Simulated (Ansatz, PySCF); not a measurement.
System (SMILES): FC(F)=C(F)F.
Geometry (B3LYP-D3(BJ)/def2-TZVP, fixed):
```xyz
6

C      0.0032     0.0064     0.6604
C     -0.0032    -0.0064    -0.6604
F      0.0249     1.1143     1.3758
F     -0.0115    -1.0873     1.3975
F      0.0115     1.0873    -1.3975
F     -0.0249    -1.1143    -1.3758
```

Near-linear dependence at PBE0/aug-cc-pVDZ with PySCF (spherical functions, density fitting): canonical orthogonalisation drops combinations whose overlap eigenvalue lies under the threshold. The set has 138 functions.

```csv
threshold,orbitals kept,energy minus last row (mEh)
1e-3,…,…
1e-4,…,…
1e-5,…,…
1e-6,138,0.000
1e-7,138,0.000
1e-9,138,0.000
```

**Question.** Fill in the missing entries.

**Answer.** 
- 1e-3, orbitals kept: 135
- 1e-3, energy minus last row (mEh): 0.687
- 1e-4, orbitals kept: 137
- 1e-4, energy minus last row (mEh): 0.107
- 1e-5, orbitals kept: 138
- 1e-5, energy minus last row (mEh): 0.000

The smallest overlap eigenvalue is 5.3e-05. Ansatz (a first-principles code) at its default drops 0 functions.
